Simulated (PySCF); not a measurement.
**SiH3O (SMILES [O][SiH3]) at U-wB97X-V/STO-3G**

What is the energy change on altering one bond length of SiH3O at U-wB97X-V/STO-3G? The job is set up through a Python script.

The results are computed with PySCF 2.14.0.

15 further runs of the same task are left out: 6 that didn't finish, 9 set aside as unsound or not needed.

## (1) The structure to begin with

SiH3O has 5 atoms, charge 0, and is taken as a doublet. SMILES: `[O][SiH3]`. The coordinates come from a GFN2-xTB relaxation.

Bond lengths: O1–Si2 1.530 Å, Si2–H3 1.490 Å, Si2–H4 1.494 Å, Si2–H5 1.496 Å. Angles: O1–Si2–H3 115.3°, O1–Si2–H4 114.5°, O1–Si2–H5 114.3°, H3–Si2–H4 104.6°, H3–Si2–H5 104.2°, H4–Si2–H5 102.6°.

## (2) A single-point energy at U-wB97X-V/STO-3G

The input, input.py:

```python
from pyscf import gto, dft

system = gto.M(
    atom=[
    ('O', (-1.416610, 0.267850, 0.690210)),
    ('Si', (-0.065850, 0.007840, 0.019870)),
    ('H', (-0.120650, -0.242400, -1.447490)),
    ('H', (0.685890, -1.159260, 0.572930)),
    ('H', (0.917210, 1.125960, 0.164480)),
],
    max_memory=1860,
    basis='sto-3g',
    spin=1,
    verbose=3,
)

calc0 = dft.UKS(system, xc='wb97x-v')
calc0.conv_tol = 1e-10
calc0.grids.level = 5
calc0.nlcgrids.level = 1
calc0.kernel()
if not calc0.converged:
    calc0 = calc0.newton().run(calc0.mo_coeff, calc0.mo_occ)

e_tot = calc0.e_tot
print('E(%s) = %.9f' % ('WB97X-V', e_tot))
```

Command:

```
$ OMP_NUM_THREADS=1 python input.py
```

The log of the run:

```text
WARN: HOMO -0.318645562573061 >= LUMO -0.318645562573062

converged SCF energy = -361.946389516797  <S^2> = 0.75290437  2S+1 = 2.0029023
E(WB97X-V) = -361.946389517
```

Wall time 24 s (1 thread of Arm Neoverse V1, shared host); peak memory 0.2 GiB.

## (3) The distorted shape

The input, input.py:

```python
from pyscf import gto, dft

mol = gto.M(
    atom=[
    ('O', (-1.613224, 0.044224, 0.661288)),
    ('Si', (-0.262464, -0.215786, -0.009052)),
    ('H', (-0.317264, -0.466026, -1.476412)),
    ('H', (0.489276, -1.382886, 0.544008)),
    ('H', (0.917210, 1.125960, 0.164480)),
],
    spin=1,
    max_memory=1860,
    charge=0,
    basis='sto-3g',
    verbose=3,
)

mf = dft.UKS(mol)
mf.xc = 'wb97x-v'
mf.conv_tol = 1e-10
mf.grids.level = 5
mf.nlcgrids.level = 1
mf.kernel()
if not mf.converged:
    mf = mf.newton().run(mf.mo_coeff, mf.mo_occ)

etot = mf.e_tot
print(f'total energy: {etot:.8f} hartree')
```

Command:

```
$ OMP_NUM_THREADS=1 python input.py
```

The log of the run:

```text
WARN: HOMO -0.29120498421098 >= LUMO -0.291204984210981

converged SCF energy = -361.910364364608  <S^2> = 0.76065535  2S+1 = 2.0106271
total energy: -361.91036436 hartree
```

Wall time 45 s (1 thread of Arm Neoverse V1, shared host); peak memory 0.2 GiB.

## (4) Results

At U-wB97X-V/STO-3G:

| quantity | value |
| --- | --- |
| first shape: total energy | -361.94639 Eh |
| first shape: dipole moment | 0.48 D |
| first shape: HOMO energy (highest over α and β) | -7.03 eV |
| first shape: LUMO energy (lowest over α and β) | 2.23 eV |
| first shape: ⟨S²⟩ | 0.753 |
| distorted shape: total energy | -361.91036 Eh |
| distorted shape: dipole moment | 0.46 D |
| distorted shape: HOMO energy (highest over α and β) | -7.03 eV |
| distorted shape: LUMO energy (lowest over α and β) | 1.97 eV |
| distorted shape: ⟨S²⟩ | 0.761 |
| energy change with the Si2–H5 bond stretched from 1.496 to 1.795 Å | 0.980 eV |

In words: With the Si2–H5 bond stretched from 1.496 to 1.795 Å the energy rises by 0.98 eV (94.6 kJ/mol). The first shape isn't relaxed at this level, so the change isn't measured from a minimum. The minimal basis adds a large error of its own. Mulliken charges (first shape) run from -0.29 on O1 to +0.69 on Si2; they depend strongly on the basis.
